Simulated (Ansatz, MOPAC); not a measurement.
Species: NH$_{2}$, charge 0, multiplicity 2. SMILES: [NH2]
Geometry: optimised at B3LYP-D3(BJ)/def2-TZVP (Ansatz, a quantum-chemistry and plane-wave program).

PM6 beside other levels, property by property. Terms: UHF or UKS for open shells; PM7 with its own dispersion and hydrogen-bond terms; each state is the SCF solution reached for its charge and spin; valence correlation only; no spin-orbit coupling; non-relativistic; dispersion terms only where a functional's name holds one. Basis-set limits of correlation are two-point, X^-3; Hartree-Fock from the larger set. Ab initio and DFT rows: single points at B3LYP-D3(BJ) geometries (Ansatz), with unscaled harmonic terms from B3LYP/6-31G* at its own minima, enthalpies of formation by atomisation with measured atoms. Semi-empirical rows: MOPAC heats of formation at their own minima for 298 K; differences of heats of formation at the shared geometry for vertical values.

Measured values: G2/97 table in ASE (Curtiss et al.), the entry of H2N doubted and unchecked; they hold spin-orbit and core effects, anharmonicity. Coupled cluster (Ansatz) is a level with limits of its own, used here on species with T1 under 0.025 (0.045 for open shells) and stable references: CCSD(T)/CBS(aug-cc-pVTZ,aug-cc-pVQZ).

```csv
property,PM6 (MOPAC),PM7 (MOPAC),PBE/def2-TZVPD (Ansatz),B3LYP/def2-TZVPD (Ansatz),to compare with
enthalpy of formation at 298 K (kcal/mol),43.6,41.7,39.1,40.0,45.1 measured
vertical ionisation energy to the triplet (eV),10.90,11.40,12.16,12.25,12.08 coupled cluster
vertical electron affinity to the singlet (eV),0.02,0.24,0.60,0.56,0.74 coupled cluster
```

As the rows show:
- enthalpy of formation at 298 K: PM6 lies 1.5 kcal/mol below the measured value.
- vertical ionisation energy to the triplet: PM6 lies 1.18 eV below coupled cluster.
- vertical electron affinity to the singlet: PM6 lies 0.72 eV below coupled cluster.

The properties are those with a value to compare with, at most eight drawn at random. No case is left out for the size of its miss. Left out are saddle points of the reference geometry, anions that the best level run finds unbound, excited spin states, species near biochemistry, cases with under five habitual levels, runs that failed or whose electronic state is in doubt, and table entries that another table contradicts.
